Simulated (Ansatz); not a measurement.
Geometry optimisation, Ansatz 0.2.0, RKS PBE0-D4/def2-mTZVP.

Input:

```yaml
crystal:
  periodic: [false, false, false]
  atoms:
    - { symbol: Al, position_ang: [0.033204, -0.464264, -0.442109] }
    - { symbol: H, position_ang: [0.020667, -0.067453, 2.289811] }
    - { symbol: H, position_ang: [1.4075, 0.289219, -0.637783] }
    - { symbol: H, position_ang: [-1.383524, 0.120814, -0.836699] }
    - { symbol: O, position_ang: [0.156631, -2.074569, 0.22793] }
    - { symbol: H, position_ang: [-0.626197, -2.626811, 0.28399] }
    - { symbol: H, position_ang: [0.063019, -0.702038, 1.96886] }
basis:
  gaussian: { orbitals: def2-mTZVP }
hamiltonian:
  xc: pbe0
  dispersion: d4
relax:
  f_tol: 0.03
  max_steps: 50
output:
  orbitals: {}
```

Launched with:

```bash
$ ansatz run input.yaml --threads 1 --pin off --max-ram 2048MiB --backend cpu --events-out ev --progress --plain --runs-dir out
```

Q: Where does it end, and by what steps?

A: The run converged. The force dipped under the threshold on the way, but the program's further checks kept it going. After 12 steps the energy has fallen by 0.127 eV; H7 moved furthest, 0.40 Å.

| step | energy less start (eV) | largest force component (eV/Å) | accepted |
| --- | --- | --- | --- |
| 0 | 0.0000 | 1.407 | yes |
| 1 | -0.0811 | 0.799 | yes |
| 2 | -0.0977 | 0.668 | yes |
| 3 | -0.1034 | 0.635 | yes |
| 4 | -0.1203 | 0.160 | yes |
| 5 | -0.1211 | 0.205 | yes |
| 6 | -0.1249 | 0.032 | yes |
| 7 | -0.1164 | 0.713 | no |
| 8 | -0.1261 | 0.021 | yes |
| 9 | -0.1250 | 0.300 | no |
| 10 | -0.1266 | 0.074 | yes |
| 11 | -0.1262 | 0.094 | no |
| 12 | -0.1268 | 0.023 | yes |

```xyz
7
Properties=species:S:1:pos:R:3
Al 0.046 -0.574 -0.362
H -0.100 0.253 2.148
H 1.426 0.181 -0.510
H -1.373 0.123 -0.509
O 0.149 -2.259 -0.118
H -0.635 -2.808 -0.049
H 0.157 -0.442 2.254
```

Whether the end is a true minimum wasn't checked by a vibrational analysis.

Run time: 30 s on 1 thread of Arm Neoverse N1 (shared host), peak memory 0.11 GiB.
